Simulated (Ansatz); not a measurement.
# What each rung costs, and what it gives

Saddle point of SiH6SO, closed shell (SiH₄O ([OH][SiH3]) + H₂S → SiH₄S ([SiH3][SH]) + H₂O; bonds formed: Si1–S7, O2–H6; bonds broken: Si1–O2, H6–S7), PBE0-D4/def2-TZVP structure:

```json
{"atom": "Si1", "x (Å)": "-0.8269", "y (Å)": "-0.1483", "z (Å)": "0.2306"}
{"atom": "O2", "x (Å)": "0.8899", "y (Å)": "0.1946", "z (Å)": "0.8234"}
{"atom": "H3", "x (Å)": "-1.1264", "y (Å)": "-1.5017", "z (Å)": "-0.2851"}
{"atom": "H4", "x (Å)": "-1.6618", "y (Å)": "0.9951", "z (Å)": "-0.2069"}
{"atom": "H5", "x (Å)": "-1.2238", "y (Å)": "-0.2671", "z (Å)": "1.6847"}
{"atom": "H6", "x (Å)": "1.2676", "y (Å)": "0.5358", "z (Å)": "-0.0989"}
{"atom": "S7", "x (Å)": "0.5423", "y (Å)": "0.3369", "z (Å)": "-1.8216"}
{"atom": "H8", "x (Å)": "1.0194", "y (Å)": "0.7239", "z (Å)": "1.6221"}
{"atom": "H9", "x (Å)": "1.1195", "y (Å)": "-0.8693", "z (Å)": "-1.9482"}
```

Barriers are electronic and count from the start structure reached by relaxing down the imaginary mode.

Computed with Ansatz 0.2.0 (basis: as named in each row); correlated methods freeze the cores. B3LYP uses VWN-RPA correlation. Extrapolation: Hartree–Fock as exp(−7.88 √X), correlation as X^−2.97.

Times are rough, for one single point on 2 threads of a shared host (Arm Neoverse V2).

The estimate by CCSD(T) at an estimated basis limit (MP2 extrapolated from triple and quadruple zeta, plus CCSD(T) − MP2 in triple zeta) is 140.3 kJ/mol.

```json
{"method": "HF", "basis": "STO-3G", "time (s)": "under 1", "barrier (kJ/mol)": "209.7", "method less estimate": "69.3"}
{"method": "PBE-D4", "basis": "STO-3G", "time (s)": "under 1", "barrier (kJ/mol)": "48.1", "method less estimate": "-92.2"}
{"method": "SPW92", "basis": "def2-SVP", "time (s)": "under 1", "barrier (kJ/mol)": "59.2", "method less estimate": "-81.1"}
{"method": "B3LYP-D4", "basis": "6-31G", "time (s)": "under 1", "barrier (kJ/mol)": "81.5", "method less estimate": "-58.8"}
{"method": "PBE-D4", "basis": "def2-SVP", "time (s)": "under 1", "barrier (kJ/mol)": "92.6", "method less estimate": "-47.7"}
{"method": "PBE0-D4", "basis": "def2-SVP", "time (s)": "1", "barrier (kJ/mol)": "106.7", "method less estimate": "-33.7"}
{"method": "SPW92", "basis": "def2-TZVPP", "time (s)": "1", "barrier (kJ/mol)": "75.0", "method less estimate": "-65.3"}
{"method": "CCSD(T)", "basis": "def2-SVP", "time (s)": "2", "barrier (kJ/mol)": "152.4", "method less estimate": "12.1"}
{"method": "PBE-D4", "basis": "def2-TZVPP", "time (s)": "2", "barrier (kJ/mol)": "105.3", "method less estimate": "-35.0"}
{"method": "BLYP-D4", "basis": "def2-TZVPP", "time (s)": "2", "barrier (kJ/mol)": "129.0", "method less estimate": "-11.3"}
{"method": "B3LYP-D4", "basis": "def2-TZVPP", "time (s)": "3", "barrier (kJ/mol)": "137.9", "method less estimate": "-2.4"}
{"method": "BHLYP-D4", "basis": "def2-TZVPP", "time (s)": "3", "barrier (kJ/mol)": "153.1", "method less estimate": "12.8"}
{"method": "CAM-B3LYP-D4", "basis": "def2-TZVPP", "time (s)": "3", "barrier (kJ/mol)": "144.2", "method less estimate": "3.9"}
{"method": "PBE0-D4", "basis": "def2-TZVPP", "time (s)": "3", "barrier (kJ/mol)": "118.4", "method less estimate": "-21.9"}
{"method": "r2SCAN-D4", "basis": "def2-TZVPP", "time (s)": "4", "barrier (kJ/mol)": "120.2", "method less estimate": "-20.1"}
{"method": "RPA on PBE", "basis": "def2-TZVPP", "time (s)": "4", "barrier (kJ/mol)": "150.4", "method less estimate": "10.1"}
{"method": "r2SCAN0-D4", "basis": "def2-TZVPP", "time (s)": "5", "barrier (kJ/mol)": "127.5", "method less estimate": "-12.8"}
{"method": "PBE-QIDH", "basis": "def2-TZVPP", "time (s)": "5", "barrier (kJ/mol)": "131.7", "method less estimate": "-8.6"}
{"method": "B2PLYP", "basis": "def2-TZVPP", "time (s)": "6", "barrier (kJ/mol)": "145.5", "method less estimate": "5.2"}
{"method": "wB97M-V", "basis": "def2-SVP", "time (s)": "6", "barrier (kJ/mol)": "118.6", "method less estimate": "-21.7"}
{"method": "wB97X-V", "basis": "def2-TZVPP", "time (s)": "8", "barrier (kJ/mol)": "139.7", "method less estimate": "-0.6"}
{"method": "B97M-V", "basis": "def2-TZVPP", "time (s)": "9", "barrier (kJ/mol)": "135.4", "method less estimate": "-5.0"}
{"method": "wB97M-V", "basis": "def2-TZVPP", "time (s)": "9", "barrier (kJ/mol)": "132.7", "method less estimate": "-7.6"}
{"method": "MP2", "basis": "def2-QZVPP", "time (s)": "20", "barrier (kJ/mol)": "136.0", "method less estimate": "-4.4"}
{"method": "CCSD(T)", "basis": "def2-TZVPP", "time (s)": "54", "barrier (kJ/mol)": "145.1", "method less estimate": "4.8"}
```

All methods are single points on the PBE0-D4 structures.

T1 diagnostic: at most 0.012.

Labels in which every atom is bracketed show which atoms are joined, not bond orders.
